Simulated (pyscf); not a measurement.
Structures and frequencies: ωB97X-D3(BJ)/def2-SVP in PySCF.

For the elementary gas-phase step Cl–Ga(Cl)–SeH + hydrogen fluoride (HF) → H₂Se + F–Ga(Cl)–Cl (singlet surface; Ga–Se, F–H broken, H–Se, F–Ga formed), what barrier and reaction energy does ωB97M-D3(BJ)/def2-TZVP give, measured from the separated reactants?

ΔE‡ = 5.8 kJ/mol, ΔE = +22.3 kJ/mol. Zero-point energy shifts the barrier by -3.4 kJ/mol. It is a four-centre exchange, with an imaginary mode of 856i cm⁻¹. On the reactant side the descent ends in an adduct with a F–Ga contact, 38.2 kJ/mol under the separated species and 38.7 kJ/mol under the saddle at ωB97X-D3(BJ)/def2-TZVP. On the product side the descent ends in an adduct with a Ga–Se contact, 91.4 kJ/mol under the separated species and 51.2 kJ/mol under the saddle at ωB97X-D3(BJ)/def2-TZVP. At ωB97M-D3(BJ) the saddle lies under the separated products, which points to a path from their complex (located at ωB97X-D3(BJ) alone), and parting the products costs more than the saddle. What is counted as formed (F–Ga) is already present as a longer contact in the reactant adduct; forming that adduct is a step of its own. What is counted as broken (Ga–Se) persists as a longer contact in the product adduct; parting that adduct is a step of its own. This is the saddle that the search found; another between the same sides may lie lower. Elements up to Kr have no core potential and no relativistic terms here.
